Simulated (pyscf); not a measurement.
HO–Cd–OH (SMILES [OH][Cd][OH]) + NH₃ (SMILES N) → H₂N–Cd–OH (SMILES [NH2][Cd][OH]) + H₂O (SMILES O), a four-centre exchange (singlet surface; Cd–O, H–N broken, Cd–N, H–O formed). Single points on ωB97X-D3(BJ)/def2-SVP structures (PySCF, gas phase). Energies in eV from the separated reactants.

Small-basis levels: PySCF, no dispersion term, spherical d functions. AM1 to PM7: differences of heats of formation from MOPAC, which are fitted to 298 K values and so differ in kind from electronic energies by zero-point and thermal terms. GFN2-xTB: tblite. Cost: rough CPU time at the saddle relative to B3LYP/6-31G*+LANL2DZ, from one job on a shared machine.

```tsv
level	barrier	reaction energy	cost
HF/6-31G*+LANL2DZ	0.24	+0.32	0.1
PBE/6-31G*+LANL2DZ	-0.46	+0.48	1
M06-2X/6-31G*+LANL2DZ	-0.52	+0.36	3
PBE/def2-SVP	-0.30	+0.22	2
B3LYP/def2-SVP	-0.14	+0.22	2
GFN2-xTB	-0.27	+0.28	under 0.02
PM3	0.93	-0.21	under 0.02
PM6	-0.56	-0.50	under 0.02
PM7	-0.08	-0.53	under 0.02
ωB97M-D3(BJ)/def2-TZVP	-0.02	+0.15	–
```

Against the last row the barrier runs from -0.54 (PM6) to +0.94 eV (PM3). ωB97M-D3(BJ)/def2-TZVP has limits of its own. On the reactant side the descent ends in an adduct with a Cd–N contact, 0.71 eV under the separated species and 0.65 eV under the saddle at ωB97X-D3(BJ)/def2-TZVP. On the product side the descent ends in a bound adduct, 0.53 eV under the separated species and 0.32 eV under the saddle at ωB97X-D3(BJ)/def2-TZVP. At ωB97M-D3(BJ) the saddle lies under the separated reactants, which points to a path from their complex (located at ωB97X-D3(BJ) alone). At ωB97M-D3(BJ) the saddle lies under the separated products, which points to a path from their complex (located at ωB97X-D3(BJ) alone), and parting the products costs more than the saddle. What is counted as formed (Cd–N) is already present as a longer contact in the reactant adduct; forming that adduct is a step of its own. One saddle was located; it need not be the lowest between these sides. In the def2 sets elements past Kr carry core potentials, without spin-orbit coupling.
